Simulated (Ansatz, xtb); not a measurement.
## C4H6O2: 3 structures ranked

3 gas-phase structures of C4H6O2, from a drawn sample of its isomers (lower ones may exist). Each was relaxed with GFN2-xTB; where two conformers were screened, the lower at r2SCAN-D4/def2-SVP is listed:

A. `C=C(C=O)OC`, a singlet
B. `CO/C=C\C=O`, a singlet
C. `CO/C=C/C=O`, a singlet

Q: Which do you expect lowest at r2SCAN-D4/def2-SVP, and how would the others follow?

A: Calculated order at r2SCAN-D4/def2-SVP: C (0.0), B (17.1), A (20.4) kJ/mol. Less than 1 kcal/mol parts B and A, so the order within that pair means little.

Energies above the lowest of each column, in kJ/mol; the last columns are at PBE-D3(BJ)/def2-SVP geometries:

| structure | GFN2-xTB | HF/STO-3G | r2SCAN-D4/def2-SVP | PBE-D3(BJ)/def2-SVP | CCSD(T)/def2-SVP + ΔMP2/def2-TZVPP |
| --- | --- | --- | --- | --- | --- |
| C | 0.0 | 0.0 | 0.0 | 0.0 | 0.0 |
| B | 13.7 | 5.5 | 17.1 | 17.1 | 16.4 |
| A | 21.2 | 3.1 | 20.4 | 20.9 | 14.3 |

Every level run on C puts it lowest or level with the lowest. CCSD(T)/def2-SVP + ΔMP2/def2-TZVPP orders those it was run on as C (0.0), A (14.3), B (16.4) kJ/mol. Less than 1 kcal/mol parts A and B, so the order within that pair means little. Flexible structures stand in one conformer each, not always the lowest. ΔMP2 is the change of the MP2 energy from the smaller to the larger basis.

Programs: Ansatz 0.2.0, xtb 6.7.1.
